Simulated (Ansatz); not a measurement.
**CH3N2, doublet: CASSCF and its corrections**

Computed with Ansatz's Gaussian-basis code (development build). Basis cc-pVTZ, nonrelativistic, no frozen core. State-specific CASSCF; RHF is the lowest restricted (open-shell) Hartree–Fock solution met. No symmetry is imposed, so a solution can break that of the shape. Lower solutions, or ones in other orbitals, may exist.

Geometry:

```xyz
6

C     0.0000   -1.0047   -0.4257
N     0.0000    0.3162   -0.4364
N     0.0000    0.9531    0.7109
H     0.0000   -1.5793    0.5109
H     0.0000   -1.5326   -1.3747
H     0.0000    0.2547    1.4959
```

**Question.** What do CASSCF and its corrections give against RHF in CAS(3,3), and what are the occupations?

**Answer.** CASSCF -1.255 eV, SC-NEVPT2 -16.374 eV; occupations 1.89, 1.00, 0.11.

**Question.** Roughly how much CPU time does a whole run from the default start take (median of such runs, summed over threads; nearly all runs on one pinned thread of a shared server, mostly Xeon at 2.3 to 2.6 GHz, by a development driver)?

**Answer.** CAS(3,3): about 6 s. Other jobs ran beside these, and the count of passes differs.
